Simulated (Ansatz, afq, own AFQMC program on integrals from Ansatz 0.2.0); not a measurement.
**Breaking Al2–O3 in CH3AlO, singlet**

```xyz
6

C    -0.4126    0.4983   -0.3154
Al    0.6980   -0.8430    0.5336
O     1.6173   -1.9531    1.2363
H     0.0681    1.4873   -0.2640
H    -1.3915    0.5622    0.1840
H    -0.5793    0.2483   -1.3745
```

Products: CH$_{3}$Al (singlet, the lower of two spins tried; CH3–Al) and O (triplet), each relaxed with PBE0/def2-SVP like the molecule; electronic energies without zero-point terms. Determinants: RHF, RHF and UHF in that order.

Basis def2-TZVP. Noble-gas cores (and the filled d shells of Ga–Kr and In–Xe) are frozen. AFQMC by an in-house program on the Cholesky factors that Ansatz 0.2.0 writes for its CCSD(T) run. ph-AFQMC/CISD is guided by a CISD state made of CCSD amplitudes; releasing the constraint for a short imaginary time cuts its bias at the price of noise, slowly where states lie close. ± is one standard error of the sampling. The errors of all members are added in quadrature.

No full CI on the walks' own integrals is used here. The released AFQMC energy serves as the reference, which it does only where one determinant dominates, the energy is flat over the last release times and near the phaseless one (40 meV or 2 meV an electron, half that with transition metals). On small molecules, where full CI could be run and the noise was under 10 meV, such values lay within 10 meV of it in 19 cases of 20, a flattering rate, since the rule was set on those same cases; what remains of the bias isn't in the error bar. Each member takes its own surest rung, up to full CI.

The best estimate is CCSD(T) at the basis-set limit (CBS: def2-TZVPP and def2-QZVPP, with their diffuse functions for anions and beside diffuse sets, CCSD(T) itself extrapolated) plus the step from CCSD(T) to AFQMC with the constraint released in def2-TZVP. Rows without CBS are in def2-TZVP; B2PLYP and the wave-function rows carry a basis error of their own. Core correlation and relativity beyond core potentials are missing, and ± holds the sampling alone.

Cautions: CH₃AlO (singlet): higher spins were not checked, raised T1 diagnostic (T1 0.024, weight of the determinant 0.83, largest double 0.04), the released value is read at 1.50 1/Eh with a noise of 12 meV, more than in the cases checked (meV from the phaseless value at times in 1/Eh: -15 ± 5 at 0.24, -25 ± 8 at 0.51, -21 ± 9 at 0.99, -30 ± 12 at 1.50); CH₃Al (singlet): restricted determinant unstable towards unrestricted (UHF 6 meV lower, ⟨S²⟩ 0.11).

Best estimate: 529.1 ± 1.1 kJ/mol.

```tsv
level	bond energy (kJ/mol)	error against the best estimate (kJ/mol)
HF	243.4	-285.7 ± 1.1
MP2	565.2	36.1 ± 1.1
CCSD	466.9	-62.2 ± 1.1
CCSD(T)	496.8	-32.3 ± 1.1
ph-AFQMC/CISD	499.0 ± 0.9	-30.0 ± 1.4
released AFQMC	501.4 ± 1.4	-27.7
HF/CBS	247.4	-281.7 ± 1.1
MP2/CBS	593.6	64.5 ± 1.1
CCSD(T)/CBS	525.1	-4.0 ± 1.1
PBE	555.4	26.3 ± 1.1
r2SCAN	537.4	8.4 ± 1.1
PBE0	500.5	-28.6 ± 1.1
B3LYP	508.7	-20.3 ± 1.1
wB97M-V	509.0	-20.1 ± 1.1
B2PLYP	525.6	-3.5 ± 1.1
```

Correlation beyond CCSD(T) adds 4.0 ± 1.1 kJ/mol. Going to the basis-set limit adds 28.3 kJ/mol at CCSD(T). The perturbative (T) step is worth +29.8 kJ/mol. The functionals spread over 55.0 kJ/mol; B2PLYP and r2SCAN come nearest and PBE0 is 28.6 kJ/mol too low.

Best estimates are given only where the step beyond CCSD(T) is under 0.3 eV and no member's determinant is very poor (T1 over 0.05, or 0.07 for open shells, ⟨S²⟩ too high by 0.3, two states mixed), so the hardest cases are missing from such tables.

The functionals ran in a triple-zeta set and keep a basis error of their own, a few kJ/mol for each bond in atomization energies and more for double hybrids, so close places among them and the extrapolated levels can swap.

Each member of a difference takes its own highest rung, so a best estimate needn't equal the limit plus the step of one row. A walk keeps the symmetry of its determinant, which the program's search chose and which needn't be the lowest solution, so a lower state of the same spin and another symmetry isn't excluded. Released energies are given only where the last usable release times agree within the noise; a slower fall can still hide under it.
